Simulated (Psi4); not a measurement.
**UB2PLYP/aug-cc-pVDZ run of BNH3O (SMILES N[B]O)**

What is the vertical electron affinity of BNH3O at UB2PLYP/aug-cc-pVDZ? Input form: a QCSchema input.

The results are computed with Psi4 1.11.

3 further runs of the same task are left out: 3 set aside as unsound or not needed.

**1. The structure to begin with**

BNH3O has 6 atoms, charge 0, and is taken as a doublet. SMILES: `N[B]O`. Geometry: relaxed at PBE0-D4/def2-TZVP. This is one conformer, not always the lowest.

Bond lengths: N1–B2 1.390 Å, B2–O3 1.359 Å, N1–H4 1.002 Å, N1–H5 1.010 Å, O3–H6 0.958 Å. Angles: N1–B2–O3 122.6°, B2–N1–H4 122.8°, B2–N1–H5 122.6°, B2–O3–H6 113.3°, H4–N1–H5 114.6°.

**2. The energy at UB2PLYP/aug-cc-pVDZ**

job.json

```json
{
 "schema_name": "qcschema_input",
 "schema_version": 1,
 "molecule": {
  "schema_name": "qcschema_molecule",
  "schema_version": 2,
  "symbols": ["N", "B", "O", "H", "H", "H"],
  "geometry": [-1.47644302, 0.34884344, -1.05900252, 0.06160507, -0.92672169, 0.64534147, 2.40033012, -0.0890061, 1.2937065, -3.20289681, -0.26418371, -1.54107165, -0.94278436, 1.97041743, -1.91240284, 3.2395575, -1.16029184, 2.48631266],
  "molecular_charge": 0,
  "molecular_multiplicity": 2,
  "fix_symmetry": "c1",
  "fix_com": true,
  "fix_orientation": true
 },
 "driver": "energy",
 "model": {
  "method": "b2plyp",
  "basis": "aug-cc-pVDZ"
 },
 "keywords": {
  "reference": "uks",
  "puream": true,
  "e_convergence": 1e-09,
  "d_convergence": 1e-08,
  "scf_type": "pk",
  "dft_radial_points": 99,
  "dft_spherical_points": 590,
  "num_frozen_docc": 3,
  "maxiter": 200
 }
}
```

Launch:

```sh
$ psi4 --qcschema job.json -n 1 --memory 1600MB
```

stdout:

```text
[...]
                   'protocols': {'error_correction': {'default_policy': True, 'policies': None},
                                 'native_files': 'none',
[...]
  Running in c1 symmetry.
[...]
  Nuclear repulsion =   61.438460125430481
[...]
  Multiplicity = 2
[...]
  Nalpha       = 12
  Nbeta        = 11
[...]
    Number of basis functions: 96
[...]
   @UKS iter   1:  -156.10578581298572   -5.24444e-01   8.57783e-03 ADIIS/DIIS
[...]
   @UKS iter  13:  -156.38616918386646   -2.78533e-12   4.28637e-09 DIIS
[...]
   @S^2 Observed:                7.525331643E-01
[...]
    Orbital Energies [Eh]
    ---------------------
    Alpha Occupied:
       1A    -19.757700     2A    -14.842079     3A     -7.147239
       4A     -1.178149     5A     -0.994046     6A     -0.658777
       7A     -0.586581     8A     -0.546822     9A     -0.501551
      10A     -0.449395    11A     -0.342045    12A     -0.247758
    Alpha Virtual:
      13A      0.014578    14A      0.023231    15A      0.036255
      16A      0.039428    17A      0.061627    18A      0.078944
      19A      0.091914    20A      0.103558    21A      0.132990
      22A      0.145328    23A      0.147366    24A      0.162732
      25A      0.173176    26A      0.186863    27A      0.195856
[...]
  @UKS Final Energy:  -156.38616918386646
   => Energetics <=
    Nuclear Repulsion Energy =             61.4384601254304812
    One-Electron Energy =                -334.3379918404897921
    Two-Electron Energy =                 126.4317653024310033
    DFT Exchange-Correlation Energy =      -9.9184027712381742
    Empirical Dispersion Energy =           0.0000000000000000
    VV10 Nonlocal Energy =                  0.0000000000000000
    Total Energy =                       -156.3861691838664569
[...]
 Multipole Moments:
 ------------------------------------------------------------------------------------
     Multipole            Electronic (a.u.)      Nuclear  (a.u.)        Total (a.u.)
 ------------------------------------------------------------------------------------
 L = 1.  Multiply by 2.5417464519 to convert [e a0] to [Debye]
 Dipole X            :         -8.4259807            8.2694415           -0.1565392
 Dipole Y            :          2.3787049           -2.3578113            0.0208936
 Dipole Z            :         -5.2934969            5.1961799           -0.0973171
 Magnitude           :                                                    0.1855038
[...]
```

The result, in JSON:

```text
{
 "driver": "energy",
 "model": {
  "method": "b2plyp",
  "basis": "aug-cc-pVDZ"
 },
 "success": true,
 "return_result": -156.5325197413239,
 "properties": {
  "calcinfo_nbasis": 96,
  "calcinfo_nmo": 96,
  "calcinfo_nalpha": 12,
  "calcinfo_nbeta": 11,
  "calcinfo_natom": 6,
  "nuclear_repulsion_energy": 61.43846012543048,
  "return_energy": -156.5325197413239,
  "scf_one_electron_energy": -334.3379918404898,
  "scf_two_electron_energy": 126.431765302431,
  "scf_xc_energy": -9.918402771238174,
  "scf_dipole_moment": [-0.15653920614890282, 0.020893607317303164, -0.09731705657464396],
  "scf_total_energy": -156.38616918386646,
  "scf_iterations": 13
 }
}
```

It took 39 s on 1 thread of Intel Xeon Platinum 8259CL at 2.50GHz (Skylake/Cascade Lake), shared host; peak memory 0.87 GiB.

**3. The singlet anion**

job.json

```json
{
  "schema_name": "qcschema_input",
  "schema_version": 1,
  "molecule": {
    "schema_name": "qcschema_molecule",
    "schema_version": 2,
    "symbols": ["N", "B", "O", "H", "H", "H"],
    "geometry": [-1.47644302, 0.34884344, -1.05900252, 0.06160507, -0.92672169, 0.64534147, 2.40033012, -0.0890061, 1.2937065, -3.20289681, -0.26418371, -1.54107165, -0.94278436, 1.97041743, -1.91240284, 3.2395575, -1.16029184, 2.48631266],
    "molecular_charge": -1,
    "molecular_multiplicity": 1,
    "fix_symmetry": "c1"
  },
  "driver": "energy",
  "model": {
    "method": "b2plyp",
    "basis": "aug-cc-pVDZ"
  },
  "keywords": {
    "puream": true,
    "e_convergence": 1e-09,
    "d_convergence": 1e-08,
    "scf_type": "pk",
    "dft_radial_points": 99,
    "dft_spherical_points": 590,
    "num_frozen_docc": 3
  }
}
```

Launch:

```sh
$ psi4 --qcschema job.json -n 1 --memory 1600MB
```

stdout:

```text
[...]
                   'protocols': {'error_correction': {'default_policy': True, 'policies': None},
                                 'native_files': 'none',
[...]
  Running in c1 symmetry.
[...]
  Nuclear repulsion =   61.438460125430481
[...]
  Multiplicity = 1
[...]
  Nalpha       = 12
  Nbeta        = 12
[...]
    Number of basis functions: 96
[...]
   @RKS iter   1:  -155.90744289010277   -3.26101e-01   9.74203e-03 ADIIS/DIIS
[...]
   @RKS iter  13:  -156.36723577940091   -1.51203e-11   6.86897e-09 DIIS
[...]
    Orbital Energies [Eh]
    ---------------------
    Doubly Occupied:
       1A    -19.571393     2A    -14.659178     3A     -6.940234
       4A     -0.989259     5A     -0.811055     6A     -0.473055
       7A     -0.397366     8A     -0.360970     9A     -0.305377
      10A     -0.263590    11A     -0.161936    12A      0.022792
[...]
  @RKS Final Energy:  -156.36723577940091
   => Energetics <=
    Nuclear Repulsion Energy =             61.4384601254304812
    One-Electron Energy =                -338.6096299378517074
    Two-Electron Energy =                 130.7823257211175019
    DFT Exchange-Correlation Energy =      -9.9783916880971919
    Empirical Dispersion Energy =           0.0000000000000000
    VV10 Nonlocal Energy =                  0.0000000000000000
    Total Energy =                       -156.3672357794009145
[...]
 Multipole Moments:
 ------------------------------------------------------------------------------------
     Multipole            Electronic (a.u.)      Nuclear  (a.u.)        Total (a.u.)
 ------------------------------------------------------------------------------------
 L = 1.  Multiply by 2.5417464519 to convert [e a0] to [Debye]
 Dipole X            :          1.4443962           -0.8631956            0.5812006
 Dipole Y            :          0.5618791            0.8761906            1.4380697
 Dipole Z            :          0.3692343           -1.0687507           -0.6995165
 Magnitude           :                                                    1.7015175
[...]
```

The result, in JSON:

```text
{
 "driver": "energy",
 "model": {
  "method": "b2plyp",
  "basis": "aug-cc-pVDZ"
 },
 "success": true,
 "return_result": -156.53041397370004,
 "properties": {
  "calcinfo_nbasis": 96,
  "calcinfo_nmo": 96,
  "calcinfo_nalpha": 12,
  "calcinfo_nbeta": 12,
  "calcinfo_natom": 6,
  "nuclear_repulsion_energy": 61.43846012543048,
  "return_energy": -156.53041397370004,
  "scf_one_electron_energy": -338.6096299378517,
  "scf_two_electron_energy": 130.7823257211175,
  "scf_xc_energy": -9.978391688097192,
  "scf_dipole_moment": [0.5812005597028354, 1.4380696683818086, -0.6995164532769753],
  "scf_total_energy": -156.36723577940091,
  "scf_iterations": 13
 }
}
```

It took 29 s on 1 thread of Intel Xeon Platinum 8259CL at 2.50GHz (Skylake/Cascade Lake), shared host; peak memory 0.86 GiB.

**4. Summary of results**

At UB2PLYP/aug-cc-pVDZ, 3 core orbitals frozen:

| quantity | value |
| --- | --- |
| doublet BNH3O: total energy | -156.53252 Eh |
| doublet BNH3O: HOMO energy (SCF part's orbitals) (highest over α and β) | -6.74 eV |
| doublet BNH3O: LUMO energy (SCF part's orbitals) (lowest over α and β) | -0.30 eV |
| doublet BNH3O: ⟨S²⟩ | 0.753 |
| singlet anion: total energy | -156.53041 Eh |
| singlet anion: HOMO energy (SCF part's orbitals) | 0.62 eV |
| singlet anion: LUMO energy (SCF part's orbitals) | 3.44 eV |
| singlet anion: HOMO–LUMO gap (to an unbound level, set by the basis) | 2.82 eV |
| vertical electron affinity (to the singlet anion) | -0.057 eV |

The anion lies 0.06 eV (5.5 kJ/mol) above the neutral: the electron isn't bound at this level, and such a value depends on the basis. The HOMO (singlet anion) lies at positive energy, 0.62 eV; only total energies tell whether the electron is bound.
